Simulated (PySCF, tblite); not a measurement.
**C₄H₃N₂ radical: geometry, infrared bands and EPR parameters**

Aim: predict the infrared bands and EPR parameters of C₄H₃N₂ radical (`N#C[CH][C@H]1C=N1`).

Programs: tblite 0.8.0 and PySCF 2.14.0, with density-fitted response routines of our own. Each step states its level of theory. These are calculated values for one molecule in the gas phase, unless marked as measured. Atoms count from 0, in the outputs and in this text.

## Step 1: The starting structure

9 atoms, charge 0, multiplicity 2; geometry from: force field or distance geometry start.

Bonds of the start (Å): N0–C1 1.17, C1–C2 1.44, C2–C3 1.49, C3–C4 1.48, C4–N5 1.31, N5–C3 1.42, C2–H6 1.12, C3–H7 1.12, C4–H8 1.09.

## Step 2: Geometry optimisation with GFN2-xTB

The job: settings as JSON, then the geometry in Å.

```
{"job": {"kind": "relax", "xc": "GFN2-xTB", "basis": "xTB"}, "charge": 0, "multiplicity": 2}
N      2.977600     0.175800     0.968200
C      1.861000     0.446000     0.733200
C      0.485200     0.767800     0.460500
C     -0.262700    -0.493300     0.201300
C     -1.701300    -0.303300    -0.088000
N     -0.906500    -0.668200    -1.056600
H      0.353900     1.522300    -0.357900
H     -0.059800    -1.389000     0.841100
H     -2.733900    -0.052100     0.166300
```

The run is started by

```sh
$ OMP_NUM_THREADS=1 python probes_run.py task.json out
```

This one command runs all jobs of the session in turn.

**Question.** This job is followed by: GFN2-xTB harmonic vibrations, gas phase; UKS B3LYP, pcH-1 on C H N, non-relativistic, mean-field spin-orbit, GIAO. Predict these results of the whole session: strongest single infrared mode (GFN2-xTB); zero-point energy (GFN2-xTB); g(iso) (B3LYP); ⟨S²⟩; largest a(iso); potential on the surface of density 0.002 e/bohr³, 1st and 99th percentile.

**Answer**, as computed:

| quantity | value |
| --- | --- |
| strongest single infrared mode (GFN2-xTB) | 1804 cm⁻¹, 121 km/mol |
| zero-point energy (GFN2-xTB) | 36.0 kcal/mol |
| g(iso) (B3LYP) | 2.00280 |
| ⟨S²⟩ | 0.764 (exact 0.75) |
| largest a(iso) | 13C on C2, 61.4 MHz |
| potential on the surface of density 0.002 e/bohr³, 1st and 99th percentile | -1.77 V and 2.17 V |

Over 56 steps the energy fell by 0.841 eV; of the close pairs, C3–N5 changed most, 1.424 to 1.522 Å. All 21 modes are real, so the xTB geometry is a minimum. The strongest single mode, at 1804 cm⁻¹, moves mainly N5 and C4. GFN2-xTB is a fitted tight-binding method: band positions and strengths are rough. Its intensities can rank the bands wrongly. C2 carries the largest spin population, 0.74 e. The isotropic g lies 0.5 ppt above the free-electron value. These values are for one conformer; the search (at its own cheap level) found 2 more, at 0.00, 0.18 kcal/mol (those within 0.05 may be mirror or relabelled copies), and measured spectra average over such forms.
